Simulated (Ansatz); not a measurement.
`C=CC(=C)O`. The species carries charge 0 and has multiplicity 1.

Cartesian coordinates in Å:
```
C -1.556 -1.141 -0.211
C -0.283 -0.799 -0.388
C 0.325 0.410 0.146
C 1.610 0.718 -0.057
O -0.532 1.181 0.860
H -2.230 -0.516 0.361
H -1.952 -2.056 -0.635
H 0.384 -1.433 -0.963
H 2.240 0.058 -0.636
H 2.057 1.621 0.345
H -0.062 1.957 1.178
```

**Question.** Give the diagnostics of a CCSD(T)/def2-TZVPP run (frozen core, Ansatz). (Estimate.)

**Answer.** The calculation gave: T1 = 0.0122, largest single amplitude 0.022, largest double 0.091, (T) share of the correlation energy 4.3 %, 10 CCSD cycles. The RHF solution is unstable towards an unrestricted one. T1 lies under the customary mark of 0.02 for closed shells.
